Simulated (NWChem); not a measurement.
## Correlation energy of isobutene (C4H8)

SMILES: C=C(C)C
```xyz
12

C     -1.2771     0.0000    -0.6812
C      0.0000     0.0000     0.1208
C      1.2771     0.0000    -0.6812
C      0.0000     0.0000     1.4702
H     -1.3299    -0.8886    -1.3479
H     -1.3299     0.8886    -1.3479
H     -2.1762     0.0000    -0.0350
H      1.3299    -0.8886    -1.3479
H      2.1762     0.0000    -0.0350
H      1.3299     0.8886    -1.3479
H      0.9401     0.0000     2.0449
H     -0.9401     0.0000     2.0449
```
Charge 0, spin multiplicity 1.

Everything below was run with NWChem. Structure: optimised with PBE/def2-SVP, a minimum by its harmonic frequencies.

Basis set: cc-pVDZ. Each correlation energy counts from its own Hartree-Fock reference.

The correlated methods keep 4 core orbitals frozen. Coupled-cluster values serve here as a point of comparison, not as the truth.

Problem. Order these methods by the correlation energy they give, lowest first: RI-MP2, SCS-MP2, CR-CCSD[T], CCSD.

Solution. CR-CCSD[T] (-634.4 mHa), CCSD (-619.3 mHa), SCS-MP2 (-566.1 mHa), RI-MP2 (-564.6 mHa)
